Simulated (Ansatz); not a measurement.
# Chalcopyrite ZnGeP₂

The numbers are results of HSE06+SOC (PAW; Ansatz, a program for electronic structure), not measurements.

Settings: plane-wave cutoff 460 eV, 6×6×6 k mesh, Fermi–Dirac smearing 0.01 eV, PAW data made under PBE.

Cell (measured lattice):

ZnGeP2 has the tetragonal space group I-42d (No. 122), the chalcopyrite structure, Pearson symbol tI16. Lattice parameters: a = b = 5.460 Å, c = 10.710 Å, α = β = γ = 90.00°. Zn on 4a is surrounded by 4 P at 2.356 Å (tetrahedral). Ge on 4b has 4 P at 2.342 Å (tetrahedral). P on 8d has 2 Ge at 2.342 Å and 2 Zn at 2.356 Å (tetrahedral). (Neighbours: up to the widest gap in distance over summed covalent radii, below 1.35, at either atom; cation-cation and far metal-metal contacts left out.)
(The calculation used a cell of 8 atoms; values per cell refer to that cell.)

| Item | Value |
|---|---|
| band gap | 1.84 eV (indirect) |
| smallest direct gap on the k points sampled | 1.98 eV |

Measured, for comparison: band gap 2.05 eV (temperature not stated, not corrected to a static lattice, pseudodirect, our sources range from 1.80 to 2.20; as tabulated in Rashkeev et al. (1999), arXiv:cond-mat/9809378).

Note: cell and atoms aren't relaxed at this level (pressure 0.5 GPa).
